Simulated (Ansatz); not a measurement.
**AsH₂, doublet in cc-pVDZ: errors against full CI**

Geometry: a point of a stretch scan, not a stationary point.

```xyz
3

As    0.0000   -0.0298   -0.0017
H     0.0000    1.0428   -1.0876
H     0.0000    1.1740    1.2170
```

Basis cc-pVDZ; Ansatz 0.2.0. Correlated methods freeze the noble-gas cores and the filled d shells of p-block atoms, which leaves 7 electrons in 23 orbitals. R marks a restricted (for open shells ROHF) determinant, U an unrestricted one. Active spaces: pair = (3e, 3o) about the gap; valence = (7e, 6o) chosen from the atoms' valence shells. No spin–orbit coupling is included, and no scalar relativity.

Full CI is exact within this basis and frozen core; it isn't the basis-set limit. The frozen core follows each run's orbitals, which can shift R against U totals by a few meV for light atoms and by up to 0.1 eV past Ca.

For open shells CISD is restricted-active-space CI with the open shells as a complete middle space.

The UHF ⟨S²⟩ is 0.765, the T1 diagnostic (RCCSD) is 0.0185 and the largest doubles amplitude (RCCSD) is 0.080.

```csv
level,E − E(full CI) (meV),share of correlation (%),wall time
RHF,3604,0.00,–
RMP2,788,78.13,–
CISD,243,93.25,0.54 s
RCCSD,97,97.31,–
RCCSD(T),20,99.46,0.75 s
BCCD(T),19,99.46,0.87 s
RCCSDT,3,99.91,–
RCCSDT(Q),0,99.99,3.3 s
CASSCF (pair space),3036,15.76,–
NEVPT2 (pair space),665,81.55,0.63 s
MRCISD (pair space),164,95.46,–
MRCISD+Q (pair space),-22,100.60,0.78 s
CASSCF (valence space),2481,31.16,–
NEVPT2 (valence space),595,83.48,0.9 s
NEVPT4(SD) (valence space),49,98.63,1.1 s
MRCISD (valence space),104,97.10,–
MRCISD+Q (valence space),-12,100.34,1.2 s
```

The correlation energy at full CI, counted from RHF, is -3.604 eV. That run took 72 s on 1 thread of Arm Neoverse V2, shared host over 7,840,360 determinants.

Run but not shown, since their state, orbitals or frozen core can't be matched to the reference's or they repeat it: UHF, UMP2, UCCSD, UCCSD(T), UCCSDT, UCCSDT(Q).

Times hold each run's SCF and search for its determinant on a shared host, so for small cases they say little of a method's own cost; they ran on 1 thread of Arm Neoverse V2.

Not variational, and here over 5 meV under the exact energy: MRCISD+Q (pair space), MRCISD+Q (valence space).

The full-CI state has the irrep A'' of Cs, in the program's axes.

Natural occupations of full CI about the gap: 1.965 1.942 1.928 0.991 0.059 0.038 0.011 0.011 0.010 0.010; effectively unpaired electrons, Σ n²(2−n)², 1.06.
